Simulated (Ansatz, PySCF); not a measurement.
tetrafluoroethylene anion (C₂F₄), SMILES FC(F)=C(F)F (connectivity only; charge and spin as stated), charge -1, multiplicity 2. Atoms are numbered in the order given.

```xyz
6

F     -1.4078    -0.0095     1.1073
C     -0.6429    -0.3591     0.0000
F     -1.4078    -0.0095    -1.1073
C      0.6429     0.3591     0.0000
F      1.4078     0.0095    -1.1073
F      1.4078     0.0095     1.1073
```
Charge -1, spin multiplicity 2.

Geometry: ωB97X-D3(BJ)/def2-SVPD. The multiplicity is an assumed one; other spin states were not compared.

Two levels are set side by side: PBE-D3(BJ)/def2-SVPD (Ansatz, a first-principles code) and ωB97X-D3(BJ)/def2-SVPD (PySCF). Each level has its own optimised geometry; the coordinates shown are those of the second. Frequencies come from the Hessian of PySCF at each geometry. Differences are taken from unrounded values.

| quantity | ωB97X-D3(BJ) |
|---|---|
| mean bond length (Å) | 1.407 |
| bond F1–C2 (Å) | 1.391 |
| bond C2–F3 (Å) | 1.391 |
| bond C2–C4 (Å) | 1.473 |
| bond C4–F5 (Å) | 1.391 |
| bond C4–F6 (Å) | 1.391 |
| highest harmonic wavenumber (cm⁻¹) | 1310 |
| mean harmonic wavenumber (cm⁻¹) | 655 |
| zero-point energy (kcal/mol) | 11.23 |

Q: What does PBE-D3(BJ) give, and how far is it from ωB97X-D3(BJ)? (An estimate is asked for; the answer gives what the named calculation found.)

A: 
```
quantity                            PBE-D3(BJ)  PBE-D3(BJ) minus ωB97X-D3(BJ)
----------------------------------  ----------  -----------------------------
mean bond length (Å)                     1.418                          0.011
bond F1–C2 (Å)                           1.403                          0.013
bond C2–F3 (Å)                           1.403                          0.013
bond C2–C4 (Å)                           1.477                          0.004
bond C4–F5 (Å)                           1.403                          0.013
bond C4–F6 (Å)                           1.403                          0.013
highest harmonic wavenumber (cm⁻¹)        1234                            -76
mean harmonic wavenumber (cm⁻¹)            618                            -37
zero-point energy (kcal/mol)             10.60                          -0.63
```

GGA bonds tend to be longer and softer than those of functionals with exact exchange. Differences between two approximate levels are no errors against the true value.
